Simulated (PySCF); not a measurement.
**What an electron can do to HCl**

CCSD(T) in PySCF with def2-TZVPPD on every atom, for the lowest determinant that a PBE0 search found; no spin–orbit coupling.

```
species  state (unpaired electrons)  Re (Å)  ωe (cm⁻¹)  energy of the minimum from the neutral (eV)  De (eV)  dissociates to
    HCl      singlet (closed shell)   1.275       3011                                         0.00     4.57          H + Cl
   HCl⁺               doublet (π ↑)   1.313       2705                                        12.61     4.69         H + Cl⁺
```

Problem. Work out the lowest energy to break HCl into atoms, from its vibrational ground state.

Solution. D0 = De − ωe/2 = 4.57 − 0.19 = 4.38 eV (CCSD(T)/def2-TZVPPD).

Problem. Work out the ionisation energy of the Cl atom at this level and the threshold of dissociative ionisation.

Solution. IE(Cl) = 12.61 + 4.69 − 4.57 = 12.73 eV, so H + Cl⁺ + e⁻ appears at D0 + IE(Cl) = 17.11 eV (CCSD(T)/def2-TZVPPD). The measured IE(Cl) is 12.968 eV (NIST ASD).

These are thermodynamic thresholds; the onsets seen under electron impact lie higher where the geometry changes, and cross-sections peak well above them.

Correlated steps freeze 5 core orbitals. For an ion De counts to the pair picked by the measured ionisation energies or electron affinities, which need not be the lowest pair at this level. Where the molecule has an RHF reference, its open-shell atoms are computed with UHF. States were picked by a PBE0 search and need not be the measured ground states.
